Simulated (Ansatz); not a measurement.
A made-up structure of SiHSO (charge +1), closed shell:

```xyz
4
angstrom
O -0.6701 0.5489 -0.8268
Si 0.3710 -0.3574 0.2187
S 1.6878 -1.5459 1.3538
H -1.3887 1.3544 -0.7456
```

It is relaxed with PBE-D4/def2-SVP and then PBE0-D4/def2-TZVP (Ansatz 0.2.0). Atoms count as bonded within 1.22 times the sum of their covalent radii (H–H: 0.88 Å). The end point is not checked to be a true minimum.

Task: Does its bonding change? (Judge from chemistry; the calculation decides.)

Result: By the calculation: No: no bond forms or breaks.

Where it ends: The first stage lowers the energy by 1.02 eV in 7 steps. It ends as SiHSO ([OH][Si][S]), total charge +1:
| atom | x (Å) | y (Å) | z (Å) |
| --- | --- | --- | --- |
| O1 | -0.5982 | 0.4897 | -0.7398 |
| Si2 | 0.3309 | -0.3189 | 0.1951 |
| S3 | 1.5068 | -1.3800 | 1.2087 |
| H4 | -1.2395 | 1.2092 | -0.6641 |

Labels in which every atom is bracketed show which atoms are joined, not bond orders.

For scale, one of the runs: PBE0-D4/def2-TZVP relaxation, 111 basis functions, launched by `ansatz run in.yaml --threads 2 --pin off --events-out ev --progress --plain --max-ram 4352MiB`. Hardware: 2 CPU threads of an Arm Neoverse V2, shared host. Wall time about 9.5 s.
